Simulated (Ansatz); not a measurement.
Ansatz (a first-principles code) input (B3LYP/6-31G*):

Ansatz 0.2 input:
```yaml
crystal:
  periodic: [false, false, false]
  atoms:
    - {symbol: C, position_ang: [0.00394670, 0.00524947, 0.76788580]}
    - {symbol: Cl, position_ang: [-0.01765612, 1.49449587, -0.22681889]}
    - {symbol: Cl, position_ang: [0.01542882, -1.49745840, -0.20653514]}
    - {symbol: H, position_ang: [-0.89196320, -0.00047690, 1.38454047]}
    - {symbol: H, position_ang: [0.90614723, 0.01934298, 1.37516324]}
basis:
  gaussian:
    orbitals: 6-31G*
hamiltonian:
  xc: {name: B3LYP}
phonons: {temperatures: {t_min: 298.15, t_max: 298.15, t_step: 100}}
```

Output:

```
Functional definition: B3LYP
integrals: 0.01 GiB planned
611 factors; integrals over basis functions are off by at most 3.6e-4 eV
mean field: 0.16 GiB planned
mean field evaluation 1: about -26114.0287 eV, gradient 1.6e1 eV
mean field evaluation 2: about -26113.9922 eV, gradient 1.7e1 eV
mean field evaluation 4: about -26114.6591 eV, gradient 4.2e-1 eV
mean field evaluation 8: about -26114.6678 eV, gradient 1.9e-2 eV
mean field -26114.66783738 eV, -959.6963418662 hartree, gradient 6.0e-6 eV, S^2 0.000000; 0 other end points of the search recorded, 0 dependent functions left out
the calculation of the forces begins
reference -26114.66801494 eV, -959.6963483913 hartree; 21, 21 occupied and 36, 36 virtual orbitals, 611 factors
these checks for a lower state are left out or cut short: stability, starts, cluster_reference, orbital_swaps, neighbouring_geometries, increment
integrals: 0.01 GiB planned
611 factors; integrals over basis functions are off by at most 3.6e-4 eV
mean field: 0.16 GiB planned
mean field evaluation 16: about -26114.6591 eV, gradient 1.5e-1 eV
mean field -26114.66770827 eV, -959.6963371213 hartree, gradient 1.1e-6 eV, S^2 0.000000; 0 other end points of the search recorded, 0 dependent functions left out
the calculation of the forces begins
reference -26114.66788584 eV, -959.6963436469 hartree; 21, 21 occupied and 36, 36 virtual orbitals, 611 factors
these checks for a lower state are left out or cut short: stability, starts, cluster_reference, orbital_swaps, neighbouring_geometries, increment
integrals: 0.01 GiB planned
611 factors; integrals over basis functions are off by at most 3.6e-4 eV
mean field: 0.16 GiB planned
mean field -26114.66770848 eV, -959.6963371290 hartree, gradient 1.3e-6 eV, S^2 0.000000; 0 other end points of the search recorded, 0 dependent functions left out
the calculation of the forces begins
reference -26114.66788603 eV, -959.6963436539 hartree; 21, 21 occupied and 36, 36 virtual orbitals, 611 factors
these checks for a lower state are left out or cut short: stability, starts, cluster_reference, orbital_swaps, neighbouring_geometries, increment
integrals: 0.01 GiB planned
611 factors; integrals over basis functions are off by at most 3.6e-4 eV
mean field: 0.16 GiB planned
mean field evaluation 32: about -26114.6678 eV, gradient 2.0e-6 eV
mean field -26114.66779070 eV, -959.6963401507 hartree, gradient 2.0e-6 eV, S^2 0.000000; 0 other end points of the search recorded, 0 dependent functions left out
the calculation of the forces begins
reference -26114.66796821 eV, -959.6963466740 hartree; 21, 21 occupied and 36, 36 virtual orbitals, 611 factors
these checks for a lower state are left out or cut short: stability, starts, cluster_reference, orbital_swaps, neighbouring_geometries, increment
integrals: 0.01 GiB planned
611 factors; integrals over basis functions are off by at most 3.6e-4 eV
mean field: 0.16 GiB planned
mean field -26114.66779327 eV, -959.6963402450 hartree, gradient 1.9e-6 eV, S^2 0.000000; 0 other end points of the search recorded, 0 dependent functions left out
the calculation of the forces begins
reference -26114.66797088 eV, -959.6963467720 hartree; 21, 21 occupied and 36, 36 virtual orbitals, 611 factors
these checks for a lower state are left out or cut short: stability, starts, cluster_reference, orbital_swaps, neighbouring_geometries, increment
integrals: 0.01 GiB planned
611 factors; integrals over basis functions are off by at most 3.6e-4 eV
mean field: 0.16 GiB planned
mean field -26114.66782118 eV, -959.6963412707 hartree, gradient 1.4e-6 eV, S^2 0.000000; 0 other end points of the search recorded, 0 dependent functions left out
the calculation of the forces begins
reference -26114.66799873 eV, -959.6963477955 hartree; 21, 21 occupied and 36, 36 virtual orbitals, 611 factors
these checks for a lower state are left out or cut short: stability, starts, cluster_reference, orbital_swaps, neighbouring_geometries, increment
integrals: 0.01 GiB planned
611 factors; integrals over basis functions are off by at most 3.6e-4 eV
mean field: 0.16 GiB planned
mean field -26114.66782055 eV, -959.6963412476 hartree, gradient 1.3e-6 eV, S^2 0.000000; 0 other end points of the search recorded, 0 dependent functions left out
the calculation of the forces begins
reference -26114.66799812 eV, -959.6963477731 hartree; 21, 21 occupied and 36, 36 virtual orbitals, 611 factors
these checks for a lower state are left out or cut short: stability, starts, cluster_reference, orbital_swaps, neighbouring_geometries, increment
integrals: 0.01 GiB planned
611 factors; integrals over basis functions are off by at most 3.6e-4 eV
mean field: 0.16 GiB planned
mean field -26114.66775974 eV, -959.6963390129 hartree, gradient 7.8e-7 eV, S^2 0.000000; 0 other end points of the search recorded, 0 dependent functions left out
the calculation of the forces begins
reference -26114.66793728 eV, -959.6963455375 hartree; 21, 21 occupied and 36, 36 virtual orbitals, 611 factors
these checks for a lower state are left out or cut short: stability, starts, cluster_reference, orbital_swaps, neighbouring_geometries, increment
integrals: 0.01 GiB planned
611 factors; integrals over basis functions are off by at most 3.6e-4 eV
mean field: 0.16 GiB planned
mean field evaluation 64: about -26114.6678 eV, gradient 5.3e-5 eV
mean field -26114.66775440 eV, -959.6963388166 hartree, gradient 8.1e-7 eV, S^2 0.000000; 0 other end points of the search recorded, 0 dependent functions left out
the calculation of the forces begins
reference -26114.66793197 eV, -959.6963453423 hartree; 21, 21 occupied and 36, 36 virtual orbitals, 611 factors
these checks for a lower state are left out or cut short: stability, starts, cluster_reference, orbital_swaps, neighbouring_geometries, increment
integrals: 0.01 GiB planned
611 factors; integrals over basis functions are off by at most 3.6e-4 eV
mean field: 0.16 GiB planned
mean field -26114.66780722 eV, -959.6963407578 hartree, gradient 2.8e-6 eV, S^2 0.000000; 0 other end points of the search recorded, 0 dependent functions left out
the calculation of the forces begins
reference -26114.66798478 eV, -959.6963472828 hartree; 21, 21 occupied and 36, 36 virtual orbitals, 611 factors
these checks for a lower state are left out or cut short: stability, starts, cluster_reference, orbital_swaps, neighbouring_geometries, increment
integrals: 0.01 GiB planned
611 factors; integrals over basis functions are off by at most 3.6e-4 eV
mean field: 0.16 GiB planned
mean field -26114.66780646 eV, -959.6963407297 hartree, gradient 8.0e-7 eV, S^2 0.000000; 0 other end points of the search recorded, 0 dependent functions left out
the calculation of the forces begins
reference -26114.66798402 eV, -959.6963472550 hartree; 21, 21 occupied and 36, 36 virtual orbitals, 611 factors
Total energy: -26114.66801494 eV, -959.6963483913 hartree
Atom 0 at     0.003947     0.005249     0.767886 Å, force     0.000000     0.000000     0.000036 eV/Å
Atom 1 at    -0.017656     1.494496    -0.226819 Å, force    -0.000004     0.000456     0.000179 eV/Å
Atom 2 at     0.015429    -1.497458    -0.206535 Å, force     0.000006    -0.000453     0.000185 eV/Å
Atom 3 at    -0.891963    -0.000477     1.384540 Å, force     0.001171     0.000012    -0.000206 eV/Å
Atom 4 at     0.906147     0.019343     1.375163 Å, force    -0.001173    -0.000014    -0.000194 eV/Å
Dipole moment:     0.001983     0.002637     0.385759 e Å
Vibrations: 281.90 703.29 727.70 914.09 1197.04 1321.22 1489.14 3143.60 3222.52 cm⁻¹, zero-point energy 0.805929 eV
```

The blocks after the first are displaced geometries, from whose forces the wavenumbers follow.
